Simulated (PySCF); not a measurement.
# F: electron affinity

F- [Ne] (1S) → F [He] 2s2 2p5 (2P), as a difference of total energies. Calculation: PySCF 2.14, in aug-cc-pVQZ; the non-relativistic Hamiltonian (point nucleus). Correlated levels: valence: 1s2 frozen. The calculations carry no spin-orbit coupling.

```csv
method,electron affinity (eV),plus first-order spin-orbit estimate,error of that sum (eV)
UHF,1.180,1.163,-2.238
LDA,4.125,4.108,+0.707
PBE,3.654,3.637,+0.236
PBE0,3.237,3.220,-0.181
r2SCAN,3.302,3.285,-0.116
HSE06,3.242,3.225,-0.176
revPBE,3.534,3.517,+0.116
B2PLYP,3.465,3.448,+0.047
TPSSh,3.271,3.253,-0.148
MP2 (valence),3.712,3.695,+0.294
SCS-MP2 (valence),3.536,3.519,+0.118
```

Reference: 3.401 eV (measured; photodetachment measurements, as compiled on the Wikipedia data page of electron affinities).

A first-order spin-orbit estimate (lowest level to lowest level, LS coupling) adds -0.017 eV.

Errors of the correlated levels include the incompleteness of this basis and the frozen core.

In the anion the highest occupied orbital energy is positive at LDA, PBE, r2SCAN, HSE06, revPBE, TPSSh, a self-interaction effect; the basis confines that electron, and the energy difference can still be sensible.
